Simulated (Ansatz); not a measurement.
# B2H, doublet: the ladder up to full CI

Geometry: a point of a bend scan, not a stationary point.

```xyz
3

B    -0.4807    0.0000    0.5315
B     0.4578    0.0000   -0.6675
H     0.2450    0.0000    1.4588
```

Basis 6-31G; Ansatz 0.2.0. Only valence electrons are correlated (noble-gas cores frozen), which leaves 7 electrons in 18 orbitals. Prefix R: restricted or restricted open-shell reference; prefix U: unrestricted. Active spaces: pair = (3e, 3o) about the gap; valence = (7e, 9o) chosen from the atoms' valence shells.

Full CI is exact within this basis and frozen core; it isn't the basis-set limit. The frozen core follows each run's orbitals, which can shift R against U totals by a few meV.

Coupled cluster chose its determinant by a search with trial CCSD, here up to 1.67 eV above the lowest Hartree–Fock solution of its kind, and MP2 stands on that determinant too.

The U cluster runs have T1 = 0.105 on a determinant 1.67 eV above the lowest UHF solution, too large to trust, so UMP2, UCCSD, UCCSD(T), UCCSDT(Q), UCCSDT aren't compared.

The UHF ⟨S²⟩ is 1.701. The ⟨S²⟩ of the determinant under UCCSD is 0.836 and the T1 diagnostic (RCCSD) is 0.0873. The largest doubles amplitude (RCCSD) is 0.314.

```
                   level  E − E(full CI) (kJ/mol)  share of correlation (%)  wall time
                    RMP2                    141.2                     65.65          –
                   RCCSD                     31.5                     92.33          –
                RCCSD(T)                      3.3                     99.20       13 s
                 BCCD(T)                      7.6                     98.14       14 s
                  RCCSDT                      2.3                     99.45          –
               RCCSDT(Q)                      0.3                     99.92       19 s
                 RCCSDTQ                      0.2                     99.96       87 s
                 UCCSDTQ                      0.2                     99.96       79 s
     CASSCF (pair space)                    249.6                     39.28          –
     NEVPT2 (pair space)                     86.5                     78.95        4 s
     MRCISD (pair space)                     32.0                     92.21          –
   MRCISD+Q (pair space)                     14.2                     96.54        4 s
  CASSCF (valence space)                     75.6                     81.61          –
  NEVPT2 (valence space)                     21.9                     94.67        7 s
  MRCISD (valence space)                      2.0                     99.52          –
MRCISD+Q (valence space)                      0.6                     99.85       13 s
```

The correlation energy at full CI, counted from the determinant under the R cluster runs, is -4.261 eV. That run took 69 s on 1 thread of Intel Xeon, shared host over 1,247,040 determinants.

Run but not shown, since their state, orbitals or frozen core can't be matched to the reference's or they repeat it: RHF, UHF, UMP2, CISD, UCCSD, UCCSD(T), UCCSDT, UCCSDT(Q).

Times hold each run's SCF and search for its determinant on a shared host, so for small cases they say little of a method's own cost; they ran on 1 thread of Intel Xeon.

The full-CI state has the irrep A'' of Cs, in the program's axes.

Natural occupations of full CI about the gap: 1.967 1.946 1.642 0.964 0.325 0.052 0.043 0.021 0.014 0.007; effectively unpaired electrons, Σ n²(2−n)², 1.67. No single determinant describes this state well, so single-reference rows can miss without a flag.
